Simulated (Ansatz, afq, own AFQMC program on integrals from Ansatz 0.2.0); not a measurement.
# Where AFQMC and coupled cluster stand for NaC, quartet

```yaml
atoms:
  - { symbol: C, position_ang: [0.0000, 0.0000, 0.0000] }
  - { symbol: Na, position_ang: [0.0000, 0.0000, 2.0330] }
```

Basis cc-pVDZ. Only valence electrons are correlated. Integrals, coupled cluster, full CI and functionals: Ansatz 0.2.0; the random walks run on the same integrals in our own AFQMC program. The CISD trial takes its coefficients from CCSD amplitudes. Released means that phaseless walkers are propagated on without the constraint, phases kept. Uncertainties: one standard error, sampling alone.

Determinant: UHF, the one that the program's search chose, which needn't be the lowest solution. The geometry is a point of a scan.

Full CI on the same integrals is exact in this basis and with this determinant's frozen core.

Cautions: lower spins were not checked.

The T1 diagnostic is 0.0220. The weight of the determinant in the CISD state is 0.946, the ⟨S²⟩ of the determinant is 3.756 and the size of the correlated space is 5 electrons in 26 orbitals.

```tsv
level	correlation energy (eV)
MP2	-1.9419
CCSD	-2.4156
CCSD(T)	-2.4619
```

Q: Estimate where full CI lies against CCSD(T) on the same integrals.

A: 1.5 kJ/mol below CCSD(T).

Reference: full CI, correlation energy -2.478 eV. The released energy is read at 2.40 1/Eh (meV from the phaseless value at times in 1/Eh: -1.9 ± 1.7 at 0.24, -3.1 ± 1.4 at 0.51, -5.0 ± 1.3 at 0.99, -7.3 ± 0.8 at 1.62, -8.1 ± 1.5 at 2.40).

```
         level  E − E(reference) (kJ/mol)  share of correlation (%)
       CCSD(T)                        1.5                     99.36
         CCSDT                        0.3                     99.86
      CCSDT(Q)                        0.0                     99.98
        CCSDTQ                        0.0                    100.00
 ph-AFQMC/CISD                  0.7 ± 0.2                     99.70
released AFQMC                 -0.1 ± 0.1                    100.03
```

CCSDT and higher add their correlation energy to the determinant of the CCSD(T) run, since their own runs factorise the integrals more tightly (a shift of under 2 meV). A walk keeps the symmetry of its determinant, which the program's search chose and which needn't be the lowest solution, so a lower state of the same spin and another symmetry isn't excluded. Released energies are given only where the last usable release times agree within the noise; a slower fall can still hide under it.
